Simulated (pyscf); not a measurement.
Cl–GeH₃ (SMILES [Cl][GeH3]) + HCl (SMILES Cl) → Cl–GeH₃ (SMILES [Cl][GeH3]) + HCl (SMILES Cl) (four-centre exchange; singlet surface; Cl–Ge, Cl–H broken, Cl–Ge, Cl–H formed). Single points on ωB97X-D3(BJ)/def2-SVP structures (PySCF, gas phase). Correlated levels are frozen-core, on RHF or UHF. ΔMP2 is the change of the MP2 total energy from the triple- to the quadruple-zeta basis. Energies in eV from the separated reactants.

| level | barrier | reaction energy |
|---|---|---|
| ωB97X-D3(BJ)/def2-TZVP | 1.35 | 0.00 |
| PBE/def2-TZVP | 1.04 | 0.00 |
| r²SCAN/def2-TZVP | 1.16 | 0.00 |
| B3LYP-D3(BJ)/def2-TZVP | 1.24 | 0.00 |
| MP2/def2-QZVPP | 1.40 | 0.00 |
| CCSD/def2-TZVPP | 1.67 | 0.00 |
| CCSD(T)/def2-TZVPP + ΔMP2(QZVPP) | ___ | 0.00 |

Complete the blanks.


- CCSD(T)/def2-TZVPP + ΔMP2(QZVPP), barrier: 1.50

This is the saddle that the search found; another between the same sides may lie lower. The CCSD(T) − MP2 part came from Ansatz, without density fitting, on the same reference. The frozen core leaves the outer d or s,p core shells of the metals and heavy elements correlated in the MP2 and CC values, and def2-TZVPP describes them poorly, which can shift differences by a few kcal/mol. Elements up to Kr have no core potential and no relativistic terms here.
